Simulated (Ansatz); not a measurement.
Born–Oppenheimer molecular dynamics of CH4 + F (6 atoms, charge -1, multiplicity 1). It starts from a relaxed structure.

These are results of Ansatz, RKS PBE0/def2-SVP, not measurements.

| Item | Value |
| --- | --- |
| ensemble | NVT, Langevin thermostat |
| time step | 1 fs |
| steps asked | 150 |
| set temperature | 300 K |
| friction | 0.01 /fs |
| temperature schedule | 37 steps to 300 K, then 113 steps to 10 K |
| seed | 609265 |

First frame:

```xyz
6
Properties=species:S:1:pos:R:3
F -0.986 0.241 -2.015
C 0.194 -0.048 0.396
H -0.436 0.362 1.210
H 1.169 0.476 0.444
H -0.326 0.079 -0.671
H 0.384 -1.112 0.637
```

(1) How far do the bonds stretch over the last three quarters of this one trajectory? (Pairs bonded in most of those frames.)

Results:

(1) 
```json
{"bond": "C2–H3", "mean (Å)": "1.115", "spread (Å)": "0.036", "shortest": "1.05", "longest": "1.19"}
{"bond": "C2–H4", "mean (Å)": "1.113", "spread (Å)": "0.023", "shortest": "1.07", "longest": "1.16"}
{"bond": "C2–H5", "mean (Å)": "1.242", "spread (Å)": "0.083", "shortest": "1.10", "longest": "1.40"}
{"bond": "C2–H6", "mean (Å)": "1.117", "spread (Å)": "0.045", "shortest": "1.04", "longest": "1.19"}
```

Mean temperature of the second half: 276 K. The schedule's set-point averaged 106 K over the second half and the system 276 K, so it lags behind the ramp. A run of 0.15 ps of so small a system gives no equilibrium averages. Limits of this set-up: an anion without diffuse functions, the dipole of an ion depends on the origin.

Time of the run: 110 s on 1 CPU thread of a shared host.
